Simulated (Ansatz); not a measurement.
Species: CH₂ (charge +1, doublet). 
Structure (B3LYP-D3(BJ)/def2-TZVP (Ansatz, a first-principles code) minimum search):
```
C
H 1 1.0973
H 1 1.0973 2 141.38
```
Charge +1, spin multiplicity 2.

Basis-set convergence of Hartree-Fock and CCSD(T) correlation energies (hartree) with Ansatz. Correlated levels leave the core frozen unless marked. Open shells are spin-unrestricted. Spin-orbit coupling is left out. Non-relativistic.

```csv
basis,functions,E(HF),"E(corr, CCSD(T))"
cc-pVDZ,24,-38.57139,-0.09767
cc-pVTZ,58,-38.58130,-0.11750
cc-pVQZ,115,-38.58354,-0.12319
cc-pV5Z,201,-38.58412,-0.12488
```

Extrapolating the two largest sets (X = 4 and 5) as X^-3: E(corr) = (125·(-0.12488) - 64·(-0.12319))/61 = -0.1267 Eh, an estimate of the basis-set limit. The largest set recovers 98.6 % of it, the smallest 77.1 %.
